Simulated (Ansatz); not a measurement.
Computed with Ansatz on PBE0-D4/def2-TZVP structures; ΔE is electronic, products minus reactants. CCSD(T)/CBS is the MP2 limit (def2-TZVPP, def2-QZVPP) plus CCSD(T) − MP2 in def2-TZVPP, frozen cores. This one scheme is used for every species. Double bonds are as drawn, so ΔE can hold a change between cis and trans. Functionals use def2-TZVPP. Each species was taken in one conformer, which may not be the lowest.

Reaction (formal exchange of groups at a C–O bond): `C#C/N=C/O` + CH₄ → `C#C/N=C\C` + H₂O

```json
{"level": "CAM-B3LYP-D4", "ΔE (kJ/mol)": "28.8"}
{"level": "PBE-QIDH", "ΔE (kJ/mol)": "22.5"}
{"level": "MP2/def2-TZVPP", "ΔE (kJ/mol)": "15.8"}
{"level": "HF/def2-QZVPP", "ΔE (kJ/mol)": "30.1"}
```

Problem. What does CCSD(T)/CBS give? (An estimate is asked.)

Solution. Ansatz gave: +11.2 kJ/mol. The listed levels differ from it by 17.6, 11.3, 4.6, 18.9 kJ/mol.

Problem. What do rigid-rotor, harmonic-oscillator terms from PBE0-D4/def2-TZVP frequencies (298.15 K, 1 bar) make of the CCSD(T)/CBS value? (An estimate is asked.)

Solution. Ansatz gave: ΔZPE = -2.6 kJ/mol, ΔH = +10.0 kJ/mol, ΔS = 18 J/(mol·K), ΔG = +4.7 kJ/mol.

Largest T1 diagnostic among the species: 0.015.

From PBE to PBE0 (25 % exact exchange), in def2-TZVPP and without D4, ΔE moves by −3.1 kJ/mol. In def2-TZVPP, CCSD(T) changes the Hartree–Fock value by −14.1 kJ/mol (the triples alone add −0.3 kJ/mol) and MP2 by −15.6 kJ/mol.
